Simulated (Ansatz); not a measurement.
# Al₂ (charge +1): a ladder of basis sets

With Ansatz 0.2.0, Python API.

Run as a notebook:

```python
import ansatz as az

geometry_ang = [
    ('Al', (0.0, 0.0, 0.0)),
    ('Al', (0.0, 0.0, 2.49)),
]
al2 = az.Crystal.molecule()
for symbol, xyz in geometry_ang:
    al2 = al2.atom(symbol, xyz)
```

```python
calculation = al2.calculation()
calculation = calculation.functional('pbe0')
calculation = calculation.charge(1).spin('collinear', total=1)
```

```python
energies = {}
for basis in ['cc-pVDZ', 'cc-pVTZ', 'cc-pVQZ']:
    summary = calculation.basis(gaussian=basis).run(threads=1, pin='off').report
    size = summary['n_frozen'] + summary['n_occupied'][0] + summary['n_virtual'][0]
    energies[basis] = (summary['reference_energy_ev'] / 27.211386246, summary['free_energy_ev'] / 27.211386246)
    print(f'{basis:14s} {size:4d} orbitals  reference {energies[basis][0]:14.6f} Ha  total {energies[basis][1]:14.6f} Ha')
```

    cc-pVDZ          36 orbitals  reference    -484.300645 Ha  total    -484.300645 Ha
    cc-pVTZ          68 orbitals  reference    -484.314565 Ha  total    -484.314565 Ha
    cc-pVQZ         118 orbitals  reference    -484.320038 Ha  total    -484.320038 Ha

```python
last = energies['cc-pVQZ'][1]
for basis, (_, total) in energies.items():
    print(f'{basis:14s} lies {27.211386 * (total - last):9.4f} eV above cc-pVQZ')
```

    cc-pVDZ        lies    0.5277 eV above cc-pVQZ
    cc-pVTZ        lies    0.1489 eV above cc-pVQZ
    cc-pVQZ        lies    0.0000 eV above cc-pVQZ

Against cc-pVDZ: cc-pVTZ -13.9 mHa and cc-pVQZ -19.4 mHa. The last step alone is -5.47 mHa. From the first set to the last the time grows from 3.8 to 15.7 s.

What to keep in mind:
- The drop along the ladder measures the basis error, and is no property of the molecule.
- The geometry is a force-field or estimated start, not a minimum of this method, and the last set is no limit. Much of the fall in a total is atomic energy, which cancels in bond and reaction energies.
- The species is open-shell (spin multiplicity 2).
- For Al to Cl the sets with a tight d function, cc-pV(X+d)Z, are usual.
- The spin state was assumed, and another may lie lower.
- Timing: 28 s on 1 thread of Arm Neoverse V1 (shared host), peak memory 0.33 GiB.
